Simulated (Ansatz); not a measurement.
Basis-set extrapolation for CHF$_{2}$O, SMILES `[O]C(F)F` radical (PBE0-D4/def2-TZVP geometry, frozen core, Ansatz). Multiplicity 2, UHF reference.

```tsv
	def2-TZVPP	def2-QZVPP
HF	-312.283409	-312.296978
MP2 correlation	-0.840725	-0.917185
CCSD(T) correlation	-0.886369	not run
```

Energies in hartree. Use E(X) = E(∞) + A·exp(−7.88·√X) for Hartree–Fock and E(X) = E(∞) + B·X^(−2.97) for correlation, with X = 3 and 4, and add CCSD(T) minus MP2 of the smaller set to the MP2 limit.

Task: What is the CCSD(T) energy at the basis-set limit?

Result: HF limit: -312.296978 + (-0.013569) × 0.13774 = -312.29885. MP2 limit: -0.917185 + (-0.076460) × 0.74074 = -0.97382. Higher-order term: -0.886369 − (-0.840725) = -0.04564. Total: -313.31831 hartree, 4.04 eV below CCSD(T)/def2-TZVPP.
